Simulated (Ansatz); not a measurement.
System: methanol, CH4O, net charge 0, singlet state. SMILES: CO
Geometry from a B3LYP-D3(BJ)/def2-TZVP (Ansatz, an electronic-structure program) optimisation:
```xyz
6

C     -0.0525     0.6636    -0.0008
O     -0.0399    -0.7570     0.0018
H     -1.0978     0.9691     0.0075
H      0.8740    -1.0577    -0.0054
H      0.4365     1.0833     0.8854
H      0.4213     1.0799    -0.8968
```
Charge 0, spin multiplicity 1.

Parts of the frozen-core correlation energy in STO-3G (Ansatz, hartree). Frozen orbitals: 2; correlated occupied orbitals by spin: 7 and 7; virtual: 5 and 5. No spin-orbit coupling. No relativistic terms.

| term | value |
|---|---|
| reference (HF) | -113.54716 |
| MP2 opposite-spin | -0.07929 |
| MP2 same-spin | … |
| CCSD correlation | … |
| (T) | … |
| FCI minus CCSD(T) | -0.00028 |
| T1 diagnostic | 0.006 |
| largest doubles amplitude | 0.056 |

Some entries are withheld; supply them.


- MP2 same-spin, value: -0.00769
- CCSD correlation, value: -0.11782
- (T), value: -0.00074
